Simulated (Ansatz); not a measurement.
## Ansatz (development build ahead of 0.2.0) run

```yaml
crystal:
  periodic: [false, false, false]
  atoms:
    - { symbol: H, position_ang: [0.0, 0.17006, -1.04918] }
    - { symbol: "N", position_ang: [0.0, -0.36491, -0.01038] }
    - { symbol: O, position_ang: [0.0, 0.19486, 1.05957] }
basis:
  gaussian: { orbitals: def2-SVP }
total_charge: 1
magnetization:
  initial_magnetization: 1
hamiltonian:
  xc: hf
correlation:
  method: ccsd_t
  frozen_orbitals: { H: 0, "N": 1, O: 1 }
scf:
  omitted_lower_state_checks: [starts, atomic_configurations, cluster_reference, orbital_swaps, given_window_search, neighbouring_geometries, increment]
```

The input is written out in the form of the current development build from the run's settings. Correlation on restricted open-shell orbitals is semicanonical, with singles.

Results

```json
{
 "Converged": "yes",
 "Reference energy": "-129.29885 hartree",
 "Correlation energy": "-0.38196 hartree",
 "Total energy": "-129.68081 hartree",
 "Stability test": "minimum among restricted orbitals"
}
```
